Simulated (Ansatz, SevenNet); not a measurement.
Polycrystal shear modulus (GPa) of solids drawn from the class of silicides and borides, at two levels: the machine-learned potential SevenNet-0 (trained on PBE and PBE+U data), and r²SCAN (PAW; Ansatz, a first-principles code).

```
solid           SevenNet-0  r²SCAN
--------------  ----------  ------
A15 Mo3Si             85.6     141
CaB6-type LaB6        61.3     140
AlB2-type MgB2        70.9       ?
AlB2-type HfB2         100     253
AlB2-type ZrB2         102     239
AlB2-type TiB2         139     268
```

**Question.** Estimate the withheld r²SCAN value from the other rows.

**Answer.** One way: carry over the typical ratio. The ratios r²SCAN / SevenNet-0 of the other rows, in order: 1.647, 1.928, 2.284, 2.343, 2.530; median 2.284. AlB2-type MgB2: 70.9 × 2.284 = 162 GPa; the run gives 130 GPa. The ratios spread from 1.647 to 2.530, so such an estimate is rough.

Of 6 rows, r²SCAN is the larger in 6 and the smaller in 0.

Ansatz's runs of these crystals have no spin polarisation.

Spin–orbit coupling is left out, also for the solids with elements from indium on (CaB6-type LaB6, AlB2-type HfB2); its size isn't shown.

Each level is taken at its own relaxed cell. Ansatz's density-functional and Hartree–Fock values are scalar-relativistic unless marked +SOC, with PAW data made under PBE.
